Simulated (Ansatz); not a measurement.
Cubic perovskite BaTiO3 (cubic high-temperature phase) was calculated with LDA in Ansatz (plane waves, PAW).

Settings: plane-wave cutoff 500 eV, 8×8×8 k mesh, gaussian smearing 0.02 eV, no spin polarisation, scalar-relativistic PAW data made under PBE.

Cell (relaxed at this level):

```cif
data_BaO3Ti
_chemical_formula_sum 'Ba1 Ti1 O3'
_space_group_name_H-M_alt 'Pm-3m'
_space_group_IT_number 221
_space_group_name_Hall '-P 4 2 3'
_cell_length_a 3.93479
_cell_length_b 3.93479
_cell_length_c 3.93479
_cell_angle_alpha 90.000
_cell_angle_beta 90.000
_cell_angle_gamma 90.000
loop_
_atom_site_label
_atom_site_type_symbol
_atom_site_symmetry_multiplicity
_atom_site_Wyckoff_symbol
_atom_site_fract_x
_atom_site_fract_y
_atom_site_fract_z
_atom_site_occupancy
Ba1 Ba 1 a 0.00000 0.00000 0.00000 1
Ti1 Ti 1 b 0.50000 0.50000 0.50000 1
O1 O 3 c 0.00000 0.50000 0.50000 1
```

Task: Estimate the band gap that the calculation returns.

Result: 
* **band gap**: 1.83 eV (on the SCF k mesh)

Measured, for comparison: band gap 3.2 eV (temperature not stated, not corrected to a static lattice; as tabulated in Matsushita et al. (2011), arXiv:1104.2769).

Note: the relaxation could not lower the start's symmetry, so the cell can be a saddle point above a distorted one.

Spin–orbit coupling is not included.

Ansatz is a first-principles code.
